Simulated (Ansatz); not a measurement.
**CH₆BO+ (SMILES CB[OH2+]): single points off equilibrium**

A test off equilibrium: a structure displaced at random from a GFN2-xTB minimum is computed at several levels, and each is set against CCSD(T).

The runs use Ansatz 0.2.0, Gaussian basis; single points in def2-TZVPP.

Correlated methods freeze the cores.

## (1) The system as given

SMILES `CB[OH2+]`, 9 atoms, charge 1, spin multiplicity 1.

Atoms are counted from 1 here; the program's logs count them from 0.

Bond lengths: C1–B2 1.602 Å, C1–H4 1.018 Å, C1–H5 1.149 Å, C1–H6 1.174 Å, B2–O3 1.547 Å, B2–H7 1.146 Å, O3–H8 1.012 Å, O3–H9 0.943 Å. Angles: B2–C1–H4 115.1°, B2–C1–H5 111.2°, B2–C1–H6 108.3°, H4–C1–H5 108.5°, H4–C1–H6 105.5°, H5–C1–H6 108.0°, C1–B2–O3 112.0°, C1–B2–H7 130.5°, O3–B2–H7 117.5°, B2–O3–H8 110.8°, B2–O3–H9 113.8°, H8–O3–H9 111.7°.

Geometry (Å):

```
atom    x (Å)    y (Å)    z (Å)
  C1  -0.6523   0.8464  -0.5923
  B2   0.5608  -0.1297  -0.2158
  O3   0.2400  -1.0014   1.0216
  H4  -1.5229   0.3783  -0.8341
  H5  -0.3664   1.5509  -1.4534
  H6  -0.9005   1.5048   0.3478
  H7   1.5912  -0.2580  -0.7016
  H8   0.1916  -1.9807   0.7693
  H9   0.8212  -0.8572   1.7500
```

## (2) CCSD(T)/def2-TZVPP

Contents of run/in.yaml:

```yaml
crystal:
  periodic: [false, false, false]
  atoms:
    - {symbol: C, position_ang: [-0.652300, 0.846400, -0.592300]}
    - {symbol: B, position_ang: [0.560800, -0.129700, -0.215800]}
    - {symbol: O, position_ang: [0.240000, -1.001400, 1.021600]}
    - {symbol: H, position_ang: [-1.522900, 0.378300, -0.834100]}
    - {symbol: H, position_ang: [-0.366400, 1.550900, -1.453400]}
    - {symbol: H, position_ang: [-0.900500, 1.504800, 0.347800]}
    - {symbol: H, position_ang: [1.591200, -0.258000, -0.701600]}
    - {symbol: H, position_ang: [0.191600, -1.980700, 0.769300]}
    - {symbol: H, position_ang: [0.821200, -0.857200, 1.750000]}
basis:
  gaussian: {orbitals: def2-TZVPP}
total_charge: 1
correlation: {method: ccsd_t}
output: {forces: true}
```

No record of the launch command was kept for these runs.

## (3) PBE0-D4/def2-TZVPP

run/in.yaml, as its differences from that of step 2:

```diff
@@ -15,3 +15,3 @@
 total_charge: 1
-correlation: {method: ccsd_t}
-output: {forces: true}
+hamiltonian: {xc: pbe0, dispersion: d4}
+output: {forces: true, orbitals: {seedname: orbitals}}
```

## (4) wB97M-V/def2-TZVPP

run/in.yaml, as its differences from that of step 3:

```diff
@@ -15,3 +15,3 @@
 total_charge: 1
-hamiltonian: {xc: pbe0, dispersion: d4}
-output: {forces: true, orbitals: {seedname: orbitals}}
+hamiltonian: {xc: {name: wB97M-V}}
+output: {forces: true}
```

## (5) r2SCAN-D4/def2-TZVPP

run/in.yaml, as its differences from that of step 4:

```diff
@@ -15,3 +15,3 @@
 total_charge: 1
-hamiltonian: {xc: {name: wB97M-V}}
+hamiltonian: {xc: r2scan, dispersion: d4}
 output: {forces: true}
```

## (6) PBE-D4/def2-TZVPP

run/in.yaml, as its differences from that of step 5:

```diff
@@ -15,3 +15,3 @@
 total_charge: 1
-hamiltonian: {xc: r2scan, dispersion: d4}
+hamiltonian: {xc: pbe, dispersion: d4}
 output: {forces: true}
```

## (7) B97M-V/def2-TZVPP

run/in.yaml, as its differences from that of step 6:

```diff
@@ -15,3 +15,3 @@
 total_charge: 1
-hamiltonian: {xc: pbe, dispersion: d4}
+hamiltonian: {xc: {name: B97M-V}}
 output: {forces: true}
```

## (8) LC-wPBE/def2-TZVPP

run/in.yaml, as its differences from that of step 7:

```diff
@@ -15,3 +15,3 @@
 total_charge: 1
-hamiltonian: {xc: {name: B97M-V}}
+hamiltonian: {xc: {name: LC-wPBE}}
 output: {forces: true}
```

(Steps that only read results are left out.)

What does the calculation give? Wanted: energy less free atoms, CCSD(T)/def2-TZVPP; RMS force component; RMS force error; HOMO and LUMO, PBE0-D4; T1 diagnostic.

As calculated:

```
                                  quantity                                                                                          value
energy less free atoms, CCSD(T)/def2-TZVPP                                                                                 -2387.0 kJ/mol
                       RMS force component                                                           1.564 to 1.640 eV/Å over the methods
                           RMS force error  PBE0-D4 0.108, wB97M-V 0.074, r2SCAN-D4 0.108, PBE-D4 0.216, B97M-V 0.126, LC-wPBE 0.119 eV/Å
                    HOMO and LUMO, PBE0-D4                                                                            -15.18 and -7.47 eV
                             T1 diagnostic                                                                                          0.010
```

What this shows: Against CCSD(T) the functionals' energies less atoms differ by -109.7 to -46.5 kJ/mol, PBE-D4 by -109.7 kJ/mol. The reference is not at the basis limit: in triple zeta CCSD(T) underbinds, which counts against methods that bind more; the gaps are no ranking. For forces wB97M-V does best and PBE-D4 worst. Frozen-core CCSD(T) forces in triple zeta carry basis errors of their own, and this is one geometry, so small gaps rank nothing.
